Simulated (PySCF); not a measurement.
Species: C₃H₅ (doublet state).
Geometry (GFN2-xTB, Å), atoms numbered from 1 in this order:
```
atom  x, y, z in Å
C1    -0.7312    0.4586   -0.7916
C2     0.0813   -0.4246   -0.1261
C3     0.6785   -0.1656    1.0817
H4    -1.1773    0.2116   -1.7375
H5    -0.9450    1.4300   -0.3811
H6     0.2630   -1.3891   -0.5849
H7     1.3077   -0.8885    1.5669
H8     0.5320    0.7771    1.5788
```

The hyperfine couplings belong to this conformer and change with its torsions.

Identity: `[CH2]C=C` [radical].

The calculation used UKS B3LYP, pcH-1 on C H, non-relativistic, mean-field spin-orbit, GIAO (PySCF). Geometry: GFN2-xTB; no solvent, vibrations or thermal averaging. Couplings are sensitive to structure, and on GFN2-xTB geometries they can be far from those on DFT ones. ⟨S²⟩ is 0.777 where a pure state has 0.75.

Largest spin populations (Mulliken): C1 (+0.69), C3 (+0.69) and C2 (-0.27). The positive populations add up to 1.39 and the negative ones to -0.39, together 2S = 1. The angles at C1 add up to 360.0°, so it is planar; its axial dipolar tensor and the negative couplings of its protons fit spin in a p orbital normal to that plane.

(1) McConnell's relation a(H) = Q·ρ ties the coupling of a proton on a planar π carbon to the spin population of that carbon. What Q do the computed values give?

Answers

(1) 
```json
{"H": "H4", "C": "C1", "ρ(C)": "+0.690", "a(H) (G)": "-15.21", "a/ρ (G)": "-22.1"}
{"H": "H5", "C": "C1", "ρ(C)": "+0.690", "a(H) (G)": "-14.48", "a/ρ (G)": "-21.0"}
{"H": "H6", "C": "C2", "ρ(C)": "-0.268", "a(H) (G)": "+4.36", "a/ρ (G)": "-16.3"}
{"H": "H7", "C": "C3", "ρ(C)": "+0.689", "a(H) (G)": "-15.21", "a/ρ (G)": "-22.1"}
{"H": "H8", "C": "C3", "ρ(C)": "+0.689", "a(H) (G)": "-14.47", "a/ρ (G)": "-21.0"}
```

A least-squares line through the origin gives Q = -21.3 G with Mulliken populations. Where ρ is negative the coupling is positive.

Couplings in gauss use g_iso = 2.0026.

Time: 18 s wall (grids of density and orbitals included); peak memory 0.35 GiB. Hardware: an Arm Neoverse V1 with one thread, shared host with 32 logical CPUs at a one-minute load of 15.
